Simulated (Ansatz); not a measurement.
Compare A (`FC1=CC(F)C1`) with its isomer B (`FCC#CCF`).

Isolated molecules relaxed with PBE0-D4/def2-TZVP in Ansatz; ΔE leaves out vibrations. CBS: MP2 limit from def2 TZ/QZ plus the TZ coupled-cluster correction, frozen cores. Functionals use def2-TZVPP. B3LYP here is the variant with VWN-RPA as its local correlation; programs differ in this.

Problem. Which isomer does CCSD(T)/CBS put lower? Give the gap. (Estimate.)

Solution. The calculation gave: A, by 58.2 kJ/mol.

Problem. Give E(B) − E(A) in kJ/mol with CCSD/def2-TZVPP, B3LYP, PBE0-D4, B3LYP-D4, BLYP-D4, ωB97M-V, CCSD(T)/def2-SVP. (An estimate is asked.)

Solution. The calculation gave: CCSD/def2-TZVPP 54.5, B3LYP 43.1, PBE0-D4 78.6, B3LYP-D4 48.3, BLYP-D4 41.1, ωB97M-V 65.7, CCSD(T)/def2-SVP 60.8. None reverses the order clearly.

Problem. Does the order hold for the free energy at 298.15 K (harmonic terms from PBE0-D4)? (Estimate.)

Solution. Computed: Yes: G(B) − G(A) = +49.8 kJ/mol. Modes under 60 cm⁻¹, often nearly free rotors, make the harmonic entropy too high.

Largest T1 diagnostic: 0.012.

The D4 term adds +5.3 kJ/mol with B3LYP and +2.5 kJ/mol with PBE0; it sums over pairs of atoms, weighted by their polarisabilities, and B3LYP, whose exchange is more repulsive, gets the larger term. Leaving LDA and LC-ωPBE aside and taking each functional with its dispersion term where it has one, the values spread over 37.5 kJ/mol, from BLYP-D4 to PBE0-D4. LDA lies +29.1 kJ/mol from PBE without D4.
